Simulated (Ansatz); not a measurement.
The input, for Ansatz 0.2.0:

```yaml
crystal:
  periodic: [false, false, false]
  atoms:
    - {symbol: B, position_ang: [0.000000, 0.000000, 0.043923]}
    - {symbol: N, position_ang: [0.000000, 0.000000, -1.261739]}
    - {symbol: H, position_ang: [0.000000, 0.000000, 1.217815]}
basis:
  gaussian: {orbitals: def2-mTZVP}
total_charge: 1
magnetization: {spin_polarized: true, initial_magnetization: 0}
hamiltonian: {xc: {name: r2SCAN}}
correlation: {method: ccsd, electrons: outside_noble_gas}
accuracy: high
frozen_core: true
output: {forces: true}
```

```sh
$ ansatz run in.yaml --threads 1 --pin off --events-out ev --progress --plain --max-ram 2393MiB
```

Problem. One thing in this input was set wrong on purpose, beside settings that are merely unusual. What is the gravest fault, and what does the program do?

Solution. Unknown input key. How the run ends: refused.
```
Error: YAML parse error: error: line 14 column 1: unknown field `frozen_core`, expected one of crystal, accuracy, basis, kpoints, hamiltonian, magnetization, projection, total_charge, correlation, batch, efield, external_charges, scf, relax, neb, saddle, md, ramp, phonons, dielectric, real_time, elastic, magnetic_configurations, gw, evaluate, workflow, output, checkpoint, execution
  --> <input>:14:1
   |
12 | correlation: {method: ccsd, electrons: outside_noble_gas}
13 | accuracy: high
14 | frozen_core: true
   | ^ unknown field `frozen_core`, expected one of crystal, accuracy, basis, kpoints, hamiltonian, magnetization, projection, total_charge, correlation, batch, efield, external_charges, scf, relax, neb, saddle, md, ramp, phonons, dielectric, real_time, elastic, magnetic_configurations, gw, evaluate, workflow, output, checkpoint, execution
15 | output: {forces: true}
   |
```
